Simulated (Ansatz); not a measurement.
α-phase B, treated with r²SCAN in Ansatz (PAW).

Settings: plane-wave cutoff 500 eV, 8×8×8 k mesh, gaussian smearing 0.02 eV, scalar-relativistic PAW data made under PBE.

Cell (relaxed at this level):

```xyz
12
Lattice="4.4043 -2.4494 -0.0037 4.4043 2.4494 -0.0037 3.0454 0.0000 4.0153" Properties=species:S:1:pos:R:3 pbc="T T T"
B      4.4784    -0.8706     2.0448
B      4.4784     0.8706     2.0448
B      4.9614     0.0000     0.6163
B      6.8925     0.0000     3.3916
B      7.3754    -0.8706     1.9631
B      7.3754     0.8706     1.9631
B      5.9478    -1.4421     2.8899
B      5.9478     1.4421     2.8899
B      6.7478     0.0000     0.5237
B      5.1061     0.0000     3.4842
B      5.9061    -1.4421     1.1180
B      5.9061     1.4421     1.1180
```

Predict the band gap.


band gap: 1.64 eV (on the SCF k mesh)

Measured, for comparison: band gap 2.15 ± 0.02 eV (temperature not stated, not corrected to a static lattice, EELS, this work, our sources range from 2.00 to 2.40; as tabulated in Parakhonskiy et al. (2011), doi:10.1038/srep00096). Computed (rounded) less measured: band gap not scored (sources differ).

Computed values are for the static lattice.

It cost roughly 70 core-seconds of CPU time.

Ansatz is a program for electronic structure.
